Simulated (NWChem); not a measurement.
SiF$_{4}$; SMILES F[Si](F)(F)F

Computed with NWChem. Geometry: optimised at PBE0/def2-SVP. Vertical excitations in the gas phase; the lowest state need not have the same character in each row.

For level PBE/aug-cc-pVDZ, TDA:

| Quantity | Result |
|---|---|
| lowest excitation, singlet (eV) | 9.18 |
| lowest state with f > 0.02, singlet (eV) | 10.22 |
| orbital gap (eV) | 9.09 |

Task: Estimate the same quantities for level PBE0/aug-cc-pVDZ, TDA.

Result: 
| Item | Value |
|---|---|
| lowest excitation, singlet (eV) | 10.53 |
| lowest state with f > 0.02, singlet (eV) | 11.62 |
| orbital gap (eV) | 12.14 |
